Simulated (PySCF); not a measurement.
AlF3, SMILES [Al]([F])([F])[F] (connectivity only; charge and spin as stated), charge -1, multiplicity 2.

Geometry optimised at TPSSh-D3(BJ)/def2-SVPD. A frequency run showed that this geometry is not a minimum. The spin state was assumed, not searched. The isomer is the one that the SMILES or the coordinates give; other isomers of the formula were not compared.

Two levels are set side by side: PBE/def2-TZVPD (PySCF) and PBE0/def2-TZVPD (PySCF). Same geometry, gas phase. Differences are taken from unrounded values.

```csv
quantity,PBE0,PBE,PBE minus PBE0
α-spin orbital gap (eV),2.69,1.55,-1.14
β-spin orbital gap (eV),9.05,6.33,-2.72
mean polarisability (bohr³),123.3,118.6,-4.7
```

Rough cost on one machine, each run with all the roots and properties that it gave: PBE0 against PBE within a factor of 2.
